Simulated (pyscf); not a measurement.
HO–Si:–F [singlet] + hydrogen (H₂) → HO–SiH₂–F, an insertion (singlet surface; H–H broken, H–Si, H–Si formed). PySCF, gas phase, ωB97X-D3(BJ)/def2-SVP geometries. Energies in eV from the separated reactants.

AM1 to PM7: differences of heats of formation from MOPAC, which are fitted to 298 K values and so differ in kind from electronic energies by zero-point and thermal terms. 

Question: In single points PM6 puts the saddle at 2.47 eV and the reaction energy at -1.09 eV. Should these be trusted to within a few kcal/mol? Compare with ωB97M-D3(BJ)/def2-TZVP.

Answer: ωB97M-D3(BJ)/def2-TZVP gives ΔE‡ = 2.20 eV and ΔE = -1.47 eV. PM6 lies 0.27 eV over it in the barrier and 0.37 eV over it in the reaction energy, so on this step it does not hold to within 0.13 eV. ωB97M-D3(BJ)/def2-TZVP has limits of its own. The same reactants have a lower exit, to F–SiH: [singlet] + H₂O (barrier +1.79 eV at ωB97M-D3(BJ)/def2-TZVP, against +2.20 eV here). This is the saddle that the search found; another between the same sides may lie lower.
